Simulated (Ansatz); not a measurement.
# C3H2S: functionals against CCSD(T) at one geometry

An exercise on one series of results from a longer session: the logs are not shown, and one member is left open.

Method: single points in def2-TZVPP; program: Ansatz 0.2.0, Gaussian basis.

Cores are frozen in the correlated methods.

## Where the work starts

SMILES `C1=CSC=1`, 6 atoms, charge 0, spin multiplicity 1.

Atoms are counted from 1 here; the program's logs count them from 0.

Bond lengths: C1–C2 1.320 Å, C1–C4 1.318 Å, C2–S3 1.858 Å, C2–H5 1.055 Å, S3–C4 1.867 Å, C4–H6 1.075 Å. Angles: C2–C1–C4 131.6°, C1–C2–S3 74.1°, C1–C2–H5 137.5°, S3–C2–H5 125.5°, C2–S3–C4 80.5°, C1–C4–S3 73.8°, C1–C4–H6 141.3°, S3–C4–H6 125.3°.

Geometry (Å):

```xyz
6
C3H2S
C     0.5572    0.2961    0.1967
C     0.6527   -0.3595   -0.9448
S    -1.0924   -0.6104   -0.3590
C    -0.4573    0.4779    1.0190
H     1.2716   -1.1035   -1.3642
H    -1.0166    1.2587    1.5020
```

Set-up of the first run:

run/in.yaml

```yaml
crystal:
  periodic: [false, false, false]
  atoms:
    - {symbol: C, position_ang: [0.557200, 0.296100, 0.196700]}
    - {symbol: C, position_ang: [0.652700, -0.359500, -0.944800]}
    - {symbol: S, position_ang: [-1.092400, -0.610400, -0.359000]}
    - {symbol: C, position_ang: [-0.457300, 0.477900, 1.019000]}
    - {symbol: H, position_ang: [1.271600, -1.103500, -1.364200]}
    - {symbol: H, position_ang: [-1.016600, 1.258700, 1.502000]}
basis:
  gaussian: {orbitals: def2-TZVPP}
correlation: {method: ccsd_t}
output: {forces: true}
```

No record of the launch command was kept for these runs.

Among the steps run: CCSD(T)/def2-TZVPP; PBE0-D4/def2-TZVPP; wB97M-V/def2-TZVPP; r2SCAN-D4/def2-TZVPP; PBE-D4/def2-TZVPP; SPW92/def2-TZVPP; wB97X-V/def2-TZVPP.

One of the session's tables, all rows but one given; the rest of the session is left out.

| method | RMS force component (eV/Å) | angle to CCSD(T) forces (°) | dipole (D) |
| --- | --- | --- | --- |
| CCSD(T) | 0.455 | reference | 0.19 |
| PBE0-D4 | 0.335 | 57.2 | 0.26 |
| wB97M-V | ? | ? | ? |
| r2SCAN-D4 | 0.345 | 34.1 | 0.26 |
| PBE-D4 | 0.434 | 20.1 | 0.18 |
| SPW92 | 0.462 | 65.1 | 0.15 |
| wB97X-V | 0.334 | 56.0 | 0.32 |

Estimate the missing values for wB97M-V.

As computed: RMS force component (eV/Å): 0.292; angle to CCSD(T) forces (°): 52.4; dipole (D): 0.25. In the column «RMS force component (eV/Å)» it is the lowest.
